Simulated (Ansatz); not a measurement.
**B2HF (triplet): from Hartree-Fock to the top rungs at a displaced geometry (v2), cc-pVDZ**

Aim: climb from Hartree-Fock through coupled cluster for B2HF (triplet) at one geometry and basis, and see what each rung misses.

Program: Ansatz 0.2.0, Gaussian basis. Level of theory: cc-pVDZ, core rule «outside noble gas», up to 3 orbitals frozen. These are calculated values, not measurements.

To be run: UHF; CCSD(T) on ROHF; CCSD(T) on UHF; BCCD(T) on ROHF; CISD; CCSDT(Q) on ROHF; CCSDT(Q) on UHF.

28 further runs of the same task are left out: 12 that didn't finish, 16 set aside as unsound or not needed.

## 1. The system

The geometry is a PBE0/def2-TZVP stationary point (not a proven minimum) with its atoms shifted at random (size 0.100 Å).

4 atoms, charge 0, spin multiplicity 3.

Atoms are counted from 1 here; the program's logs count them from 0.

Bond lengths: B1–B2 1.635 Å, B2–F3 1.353 Å, B2–H4 1.129 Å. Angles: B1–B2–F3 123.3°, B1–B2–H4 112.8°, F3–B2–H4 121.0°.

## 2. UHF

in.yaml

```yaml
crystal:
  periodic: [false, false, false]
  atoms:
    - {symbol: B, position_ang: [0.083220, -0.275274, 1.610402]}
    - {symbol: B, position_ang: [-0.081654, 0.463634, 0.161285]}
    - {symbol: F, position_ang: [-0.005034, -0.191023, -1.019776]}
    - {symbol: H, position_ang: [0.078075, 1.580230, 0.218668]}
basis:
  gaussian: {orbitals: cc-pVDZ}
magnetization: {spin_polarized: true, initial_magnetization: 2}
hamiltonian: {xc: hf}
output: {orbitals: {seedname: orbitals}}
```

Launch:

```
$ ansatz run in.yaml --threads 1 --pin off --events-out ev --progress --plain --max-ram 2393MiB
```

After this run come: CCSD(T) on ROHF; CCSD(T) on UHF; BCCD(T) on ROHF; CISD; CCSDT(Q) on ROHF; CCSDT(Q) on UHF.

Q: Predict the results of all the runs planned. Wanted: UCCSDT(Q) below the RHF energy; RMP2 from UCCSDT(Q); UMP2 from UCCSDT(Q); RCCSD from UCCSDT(Q); RCCSD(T) from UCCSDT(Q); UCCSD(T) from UCCSDT(Q); RCCSDT(Q) from UCCSDT(Q); T1 diagnostic.

As calculated:

| quantity | value |
| --- | --- |
| UCCSDT(Q) below the RHF energy | -9.1640 eV |
| RMP2 from UCCSDT(Q) | +986.2 meV |
| UMP2 from UCCSDT(Q) | +976.7 meV |
| RCCSD from UCCSDT(Q) | +261.4 meV |
| RCCSD(T) from UCCSDT(Q) | +51.6 meV |
| UCCSD(T) from UCCSDT(Q) | +51.0 meV |
| RCCSDT(Q) from UCCSDT(Q) | +3.1 meV |
| levels within 1 kcal/mol (43 meV) | RCCSDT, UCCSDT, RCCSDT(Q) |
| T1 diagnostic | 0.028 |

RCCSD(T) misses by +51.6 meV, 0.6 % of the correlation energy. These misses are within one basis, not against nature; the frozen cores of restricted and unrestricted runs differ, which can shift their rows.
